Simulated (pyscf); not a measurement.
Hydrogen abstraction: `[H][H]` + `[CH]=[O]` [doublet] → `[CH2]=[O]` + `[H]` [doublet]

Gas phase, doublet surface, charge 0. Bonds broken: H1–H2. Bonds formed: H1–C3. Optimised with ωB97X-D3(BJ)/def2-SVP in PySCF.

Transition state (Å):

```xyz
5

H      0.4998     0.9876    -0.2719
H      0.8434     2.0136    -0.0940
C      0.1011    -0.1818    -0.5028
O     -0.3092    -0.5066    -1.5668
H      0.1767    -0.8612     0.3875
```

One imaginary mode, 1332i cm⁻¹; descent along it reached the two sides named.

```json
[
 {"bond": "H1–H2", "change": "breaks", "reactant side (Å)": "0.761", "saddle": "1.096", "product side": "3.3"},
 {"bond": "H1–C3", "change": "forms", "reactant side (Å)": "2.9", "saddle": "1.257", "product side": "1.119"}
]
```

Electronic energies relative to the separated reactants (kcal/mol):

```json
[
 {"level": "ωB97X-D3(BJ)/def2-TZVP", "barrier": "19.9", "reaction energy": "+13.9", "reverse barrier": "6.0"},
 {"level": "PBE/def2-TZVP", "barrier": "13.0", "reaction energy": "+14.0", "reverse barrier": "-0.9"},
 {"level": "r²SCAN/def2-TZVP", "barrier": "14.9", "reaction energy": "+16.6", "reverse barrier": "-1.6"},
 {"level": "B3LYP-D3(BJ)/def2-TZVP", "barrier": "17.0", "reaction energy": "+16.8", "reverse barrier": "0.2"},
 {"level": "PBE0-D3(BJ)/def2-TZVP", "barrier": "15.0", "reaction energy": "+12.4", "reverse barrier": "2.7"},
 {"level": "M06-2X/def2-TZVP", "barrier": "20.8", "reaction energy": "+13.4", "reverse barrier": "7.4"},
 {"level": "ωB97M-D3(BJ)/def2-TZVP", "barrier": "19.8", "reaction energy": "+14.1", "reverse barrier": "5.7"},
 {"level": "HF/def2-TZVP", "barrier": "25.9", "reaction energy": "+8.6", "reverse barrier": "17.3"}
]
```

With ωB97M-D3(BJ)/def2-TZVP energies and thermal terms (ideal gas, 1 atm, RRHO with modes under 100 cm⁻¹ raised to 100, one conformer, R ln 2 for chiral ones without a mode under 150 cm⁻¹), in kcal/mol:

| T (K) | ΔH‡ | ΔG‡ | ΔH | ΔG |
|---|---|---|---|---|
| 298 | 18.9 | 26.7 | +15.7 | +17.3 |
| 600 | 18.3 | 34.8 | +15.4 | +19.0 |
| 900 | 18.4 | 43.0 | +15.5 | +20.8 |
| 1200 | 18.8 | 51.2 | +15.9 | +22.6 |

At PBE, r²SCAN this geometry lies under the product side: in single points on another level's saddle the reverse barrier vanishes, and the forward threshold there is about the reaction energy. This saddle turned up in a search for another step; its sides and bond changes are read from the two ends of the descent. This is the saddle that the search found; another between the same sides may lie lower. The angle at the transferred H is 179°.
